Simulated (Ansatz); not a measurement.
Total energies of MgSi2 (the lowest singlet isomer of a short search) from Ansatz at r2SCAN-D4/def2-TZVP, gas phase (1 Eh = 27.2114 eV = 2625.5 kJ/mol). The reference geometry is relaxed at r2SCAN-D4/def2-TZVP.

```xyz
3

Mg   -0.048    1.113    1.005
Si   -0.769   -0.070   -1.079
Si    0.816   -1.043    0.074
```

| state | geometry | energy (Eh) |
| --- | --- | --- |
| charge 0 singlet | reference | -778.90995 |
| charge 1 doublet | reference | -778.65398 |
| charge 0 triplet | relaxed at r2SCAN-D4/def2-TZVP | -778.89691 |
| charge 0 quintet | relaxed at r2SCAN-D4/def2-TZVP | -778.84771 |
| free Mg atom (singlet) | – | -200.03322 |
| free Si atom (triplet) | – | -289.34121 |

(1) Work out the vertical ionisation energy to the doublet.

(2) Which of the charge 0 states is lowest, and how far above it are the others?

(3) What is the binding energy per atom against free atoms?

(1) E(charge 1 doublet) − E(charge 0 singlet) = -778.65398 − (-778.90995) = 0.25597 Eh = 6.97 eV. For comparison, −ε of the highest occupied level is 4.68 eV at this level, 2.29 eV less.

(2) The singlet. triplet: -778.89691 − (-778.90995) = 0.01304 Eh = 34.2 kJ/mol; quintet: -778.84771 − (-778.90995) = 0.06224 Eh = 163.4 kJ/mol.

(3) Atoms: 1 × (-200.03322) + 2 × (-289.34121) = -778.71564 Eh. Binding: -778.71564 − (-778.90995) = 0.19431 Eh = 5.29 eV, or 1.76 eV for each of 3 atoms (no zero-point energy, no counterpoise term).

The structure comes from a short search, and lower isomers may exist.
